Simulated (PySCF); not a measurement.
# C2H6S (ethanethiol): the cost of one run

Programs: PySCF 2.14.0, with density-fitted response routines of our own. Each step states its level of theory. These are calculated values for one molecule in the gas phase, unless marked as measured. Atoms count from 0, in the outputs and in this text.

## Step 1: Starting geometry

9 atoms, charge 0, multiplicity 1; geometry from: MMFF94s. The atoms were then displaced at random by about 0.03 Å, so the start is not that level's minimum.

Bonds of the start (Å): C0–C1 1.42, C1–S2 1.77, C0–H3 1.06, C0–H4 1.13, C0–H5 1.11, C1–H6 1.07, C1–H7 1.11, S2–H8 1.33.

## Step 2: Geometry optimisation at PBE0-D3(BJ)/def2-SVP

What the job is given:

```
{"job": {"xc": "PBE0", "basis": "def2-SVP", "d3": "d3bj", "grid": 1, "shake": 0.03, "kind": "geom"}, "charge": 0, "multiplicity": 1}
C     -0.716680     0.444180     0.126880
C      0.090770    -0.708050    -0.092450
S      1.650020    -0.469280     0.705310
H     -1.642350     0.371390    -0.391430
H     -0.336230     1.402150    -0.347040
H     -0.988520     0.717350     1.168770
H     -0.344080    -1.590430     0.331950
H      0.324120    -0.851500    -1.168000
H      2.095670     0.614740     0.067590
```

Started as:

```console
OMP_NUM_THREADS=1 python probes_run.py task.json out
```

The driver reads the jobs from task.json and runs them one after another.

Q: Estimate the wall time and peak memory of this first job on 1 thread of Arm Neoverse V1, shared host.

About 13 s, with a peak of 0.32 GiB.
